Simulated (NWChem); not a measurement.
# C2HClF2 (SMILES F/C=C(\F)Cl): N12/DGauss-TZVP (density fitting with weigend coulomb fitting)

What is the solvation energy at fixed shape (SMD, water) of C2HClF2 at N12/DGauss-TZVP (density fitting with weigend coulomb fitting)? 

The calculation is run with NWChem 7.3.0.

2 further runs of the same task are left out: 2 set aside as unsound or not needed.

## Step 1: The system as given

C2HClF2: 6 atoms, total charge 0, spin state singlet. As SMILES, `F/C=C(\F)Cl`. The coordinates come from a PBE0-D4/def2-TZVP relaxation.

Bond lengths: F1–C2 1.329 Å, C2–C3 1.324 Å, C3–F4 1.320 Å, C3–Cl5 1.701 Å, C2–H6 1.080 Å. Angles: F1–C2–C3 120.9°, C2–C3–F4 122.6°, C2–C3–Cl5 123.0°, F4–C3–Cl5 114.4°, F1–C2–H6 115.7°, C3–C2–H6 123.4°.

## Step 2: The energy at N12/DGauss-TZVP (density fitting with weigend coulomb fitting)

Contents of mymol.xyz:

```xyz
6
C2HClF2 N12
F      0.146600    -1.084800     1.451900
C     -0.051300     0.001600     0.711600
C      0.060900    -0.043500    -0.606500
F      0.370700    -1.149700    -1.255800
Cl    -0.180800     1.313400    -1.603300
H     -0.304100     0.899300     1.256000
```

Contents of mymol.nw:

```
start mymol
title "C2HClF2 N12"
memory stack 880 mb heap 220 mb global 1100 mb
geometry noautosym nocenter noautoz
   load format xyz mymol.xyz
end
basis spherical bse
   * library DGauss-TZVP
end
basis "cd basis" spherical
   * library "weigend coulomb fitting"
end
dft
   xc n12
   grid coarse
   convergence energy 1e-08
   mulliken
end
task dft
```

The run is started by

```
$ nwchem mymol.nw > mymol.out
```

Log:

```text
[...]
          Wavefunction type:  closed shell.
          No. of atoms     :     6
          No. of electrons :    48
[...]
          Charge           :     0
          Spin multiplicity:     1
[...]
          AO basis - number of functions:   100
[...]
              XC Information
              --------------
                          N12 Method XC Functional
                           N12 Exchange Functional  1.000
                         N12 Correlation Potential  1.000
[...]
 d= 0,ls=0.0,diis     1   -736.5455617736 -9.50D+02  1.28D-02  3.15D+00     0.7
[...]
 d= 0,ls=0.0,diis    12   -736.6930748049 -6.76D-09  5.31D-07  7.33D-09     2.5
         Total DFT energy =     -736.693074804948
      One electron energy =    -1443.541240131067
           Coulomb energy =      553.416958142683
    Exchange-Corr. energy =      -60.449278747194
 Nuclear repulsion energy =      213.880485930629
[...]
      Total Density - Mulliken Population Analysis
     ---------------------------------------------
    Atom       Charge   Shell Charges
 -----------   ------   -------------------------------------------------------
    1 F    9     9.24   1.99  0.01  0.99  0.94  2.42  2.15  0.73  0.02
    2 C    6     5.86   2.01 -0.01  0.77  0.31  1.35  1.13  0.21  0.10
    3 C    6     5.85   2.01 -0.01  0.78  0.26  1.31  1.24  0.13  0.14
    4 F    9     9.21   1.99  0.01  0.99  0.93  2.42  2.15  0.71  0.02
    5 Cl  17    16.97   2.00  0.02  1.99  1.16  0.76  6.03  0.97  2.89  1.12  0.03
    6 H    1     0.86   0.14  0.45  0.24  0.03
[...]
```

It took 3.3 s on 1 thread of Intel Xeon 6975P-C (Granite Rapids), shared host; peak memory 0.11 GiB.

## Step 3: A single-point energy at N12/DGauss-TZVP (density fitting with weigend coulomb fitting, SMD water)

Contents of c2hclf2.xyz:

```xyz
6

F      0.146600    -1.084800     1.451900
C     -0.051300     0.001600     0.711600
C      0.060900    -0.043500    -0.606500
F      0.370700    -1.149700    -1.255800
Cl    -0.180800     1.313400    -1.603300
H     -0.304100     0.899300     1.256000
```

Contents of c2hclf2.nw:

```
start c2hclf2
memory total 2200 mb

geometry noautosym nocenter noautoz
load format xyz c2hclf2.xyz
end

basis "ao basis" spherical bse
* library DGauss-TZVP
end

basis "cd basis" spherical
* library "weigend coulomb fitting"
end

cosmo
do_cosmo_smd true
solvent water
end

dft
xc n12
grid coarse
convergence energy 1e-08
mulliken
print medium
end

task dft energy
```

The run is started by

```
$ nwchem c2hclf2.nw > c2hclf2.out
```

Log:

```text
[...]
          Wavefunction type:  closed shell.
          No. of atoms     :     6
          No. of electrons :    48
[...]
          Charge           :     0
          Spin multiplicity:     1
[...]
          AO basis - number of functions:   100
[...]
              XC Information
              --------------
                          N12 Method XC Functional
                           N12 Exchange Functional  1.000
                         N12 Correlation Potential  1.000
[...]
 d= 0,ls=0.0,diis     1   -736.5455617736 -9.50D+02  1.28D-02  3.15D+00     0.7
[...]
 d= 0,ls=0.0,diis     8   -736.6912889416 -2.55D-09  3.11D-07  4.16D-09     5.6
         Total DFT energy =     -736.691288941573
      One electron energy =    -1443.478950330045
           Coulomb energy =      553.477407674868
    Exchange-Corr. energy =      -60.453750152941
 Nuclear repulsion energy =      213.880485930629
             COSMO energy =       -0.116482064084
[...]
      Total Density - Mulliken Population Analysis
     ---------------------------------------------
    Atom       Charge   Shell Charges
 -----------   ------   -------------------------------------------------------
    1 F    9     9.26   1.99  0.01  0.99  0.94  2.42  2.15  0.75  0.02
    2 C    6     5.87   2.01 -0.01  0.77  0.32  1.35  1.12  0.21  0.10
    3 C    6     5.86   2.01 -0.01  0.78  0.26  1.31  1.24  0.13  0.14
    4 F    9     9.23   1.99  0.01  0.99  0.93  2.42  2.15  0.72  0.02
    5 Cl  17    16.97   2.00  0.02  1.99  1.16  0.76  6.03  0.97  2.89  1.12  0.03
    6 H    1     0.81   0.14  0.44  0.20  0.03
[...]
```

It took 6.3 s on 1 thread of Intel Xeon 6975P-C (Granite Rapids), shared host; peak memory 0.11 GiB.

## Step 4: Results

Level: N12/DGauss-TZVP (density fitting with weigend coulomb fitting).

| quantity | value |
| --- | --- |
| gas phase: total energy | -736.69307 Eh |
| gas phase: dipole moment | 1.70 D |
| gas phase: HOMO energy | -6.27 eV |
| gas phase: LUMO energy | -1.02 eV |
| gas phase: HOMO–LUMO gap | 5.25 eV |
| SMD, water: total energy | -736.69129 Eh |
| SMD, water: dipole moment | 2.14 D |
| SMD, water: HOMO energy | -6.12 eV |
| SMD, water: LUMO energy | -0.81 eV |
| SMD, water: HOMO–LUMO gap | 5.31 eV |
| SMD, water: solvent term in the energy | 4.7 kJ/mol |
| energy change from gas to solvent at fixed shape | 0.049 eV |

The solvent model (SMD, water) raises the energy by 0.05 eV (1.1 kcal/mol) at the same shape.
